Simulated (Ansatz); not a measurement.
Energy profile

The step: CH₃Cl ([CH3][Cl]) + CH₃ → CH₃Cl ([CH3][Cl]) + CH₃; bonds formed: Cl1–C3; bonds broken: Cl1–C2 (atoms numbered as in the saddle structure below).

```json
{"atom": "Cl1", "x (Å)": "0.0093", "y (Å)": "-0.0029", "z (Å)": "0.0028"}
{"atom": "C2", "x (Å)": "-0.4885", "y (Å)": "0.3424", "z (Å)": "1.9754"}
{"atom": "C3", "x (Å)": "0.4884", "y (Å)": "-0.3423", "z (Å)": "-1.9754"}
{"atom": "H4", "x (Å)": "-0.2996", "y (Å)": "1.4020", "z (Å)": "2.1001"}
{"atom": "H5", "x (Å)": "-1.5330", "y (Å)": "0.0584", "z (Å)": "2.0228"}
{"atom": "H6", "x (Å)": "0.1844", "y (Å)": "-0.3069", "z (Å)": "2.5230"}
{"atom": "H7", "x (Å)": "1.5718", "y (Å)": "-0.3662", "z (Å)": "-1.9724"}
{"atom": "H8", "x (Å)": "0.0539", "y (Å)": "0.5081", "z (Å)": "-2.4873"}
{"atom": "H9", "x (Å)": "0.0133", "y (Å)": "-1.2925", "z (Å)": "-2.1889"}
```

Electronic energies by CCSD(T) at an estimated basis limit (MP2 extrapolated from triple and quadruple zeta, plus CCSD(T) − MP2 in triple zeta), on PBE0-D4/def2-TZVP structures; C2H6Cl, doublet; no counterpoise correction; spin–orbit coupling, which lowers free halogen atoms and radicals such as OH and SH, is left out. Ansatz 0.2.0; basis: def2-TZVPP and def2-QZVPP; cores frozen in the correlated methods; orbitals are unrestricted. Extrapolation: Hartree–Fock as exp(−7.88 √X), correlation as X^−2.97.

Task: Give the profile in kcal/mol, counted from the separated reactants. (An estimate is asked for; the value comes from the calculation.)

Result: The calculation gives:
| point | kcal/mol |
| --- | --- |
| separated: CH3Cl (linked as [CH3][Cl]; Cl1, C2, H4, H5, H6; singlet) + CH3 (C3, H7, H8, H9; doublet) | 0.00 |
| start structure | -0.51 |
| saddle | 18.88 |
| end structure | -0.51 |
| separated: CH3Cl (linked as [CH3][Cl]; Cl1, C3, H7, H8, H9; singlet) + CH3 (C2, H4, H5, H6; doublet) | 0.00 |

T1 diagnostic: at most 0.020. ⟨S²⟩ of the unrestricted Hartree–Fock references: 0.76 to 0.88 (a pure state has 0.75). The unrestricted reference is spin-contaminated, which hurts MP2 most. The start structure is not quite a true minimum (one mode of 32i cm⁻¹). The end structure is not quite a true minimum (one mode of 39i cm⁻¹).

For scale, one of the runs: CCSD(T)/def2-TZVPP, 188 basis functions, launched by `ansatz run in.yaml --threads 4 --pin off --events-out ev --progress --plain --max-ram 9574MiB`. Hardware: 4 CPU threads of an Arm Neoverse V2, shared host. Wall time 80 s; peak host memory 5 GiB.
